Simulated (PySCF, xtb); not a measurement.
chloroform (CHCl3), SMILES ClC(Cl)Cl.

Harmonic wavenumbers (cm⁻¹) from GFN2-xTB (xtb) at its own minimum, in rising order: 227, 227, 334, 641, 641, 642, 1119, 1120, 2933.

Problem. What does PBE-D3(BJ)/def2-SVP in PySCF give at its own minimum? (Estimate from the structure and the level; the computed values follow.)

Solution. 249, 249, 357, 657, 720, 720, 1171, 1171, 3090. Paired by order, the mean absolute difference is 56 cm⁻¹ and the zero-point energies are 11.3 and 12.0 kcal/mol.
